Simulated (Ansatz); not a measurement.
A nudged elastic band was laid between two geometries of CH₄SSi (7 atoms, charge 0, multiplicity 1).

The calculation used RKS PBE-D4/def2-SVPD (Ansatz 0.2.0).

```
movable images  : 9
climbing image  : yes
spring          : 5.0 eV/Å²
optimiser       : quadratic models (default)
start path      : IDPP
force threshold : 0.05 eV/Å
iteration limit : 60
end points      : relaxed
```

Initial state:

```xyz
7
Properties=species:S:1:pos:R:3
C -0.834 0.629 -0.269
Si 0.572 0.273 0.995
S 1.313 -1.499 -0.014
H -1.164 -0.213 -0.908
H -0.466 1.438 -0.940
H -1.715 1.053 0.256
H 2.354 -1.749 0.833
```

Final state:

```xyz
7
Properties=species:S:1:pos:R:3
C -0.768 0.401 -0.163
Si 0.088 -0.022 1.509
S 1.879 -1.000 0.750
H -0.944 -0.513 -0.768
H -0.131 1.079 -0.771
H -1.744 0.900 -0.001
H 1.682 -0.913 -0.602
```

Which bonds break or form, and what moves?

No bond is made or broken. The dihedral C1–Si2–S3–H7 goes from 178 to 0°.

What energy profile does the band end with?

It converged. The highest image is number 5 of 0 to 10, 0.67 eV above the first end and 0.58 eV above the last; the last end lies 0.09 eV above the first. A vibrational analysis at the climbing image gives one clearly imaginary mode, 521i cm⁻¹: a first-order saddle point.

| image | path coordinate (Å) | energy (eV) | dihedral C1–Si2–S3–H7 (°) |
| --- | --- | --- | --- |
| 0 | 0.00 | 0.00 | 178 |
| 1 | 0.39 | 0.00 | 177 |
| 2 | 0.78 | 0.07 | 160 |
| 3 | 1.17 | 0.26 | 139 |
| 4 | 1.55 | 0.52 | 115 |
| 5 | 1.95 | 0.67 | 88 |
| 6 | 2.31 | 0.51 | 62 |
| 7 | 2.68 | 0.24 | 33 |
| 8 | 3.05 | 0.11 | 10 |
| 9 | 3.42 | 0.09 | 2 |
| 10 | 3.79 | 0.09 | 0 |

What is the geometry of the highest image?


```xyz
7
Properties=species:S:1:pos:R:3
C -0.701 0.651 -0.280
Si -0.159 -0.240 1.318
S 1.062 -1.897 0.384
H -1.110 -0.050 -1.038
H 0.218 1.081 -0.744
H -1.416 1.479 -0.100
H 2.167 -1.092 0.413
```

What are the harmonic wavenumbers there?

521i, 85, 215, 410, 466, 523, 637, 721, 1162, 1325, 1341, 2589, 2925, 3014, 3057 cm⁻¹.

Run time: 2.2 min on 2 threads of AMD EPYC 7R43 64-Core Processor (Zen 3), with other jobs on the host, peak memory 0.15 GiB.
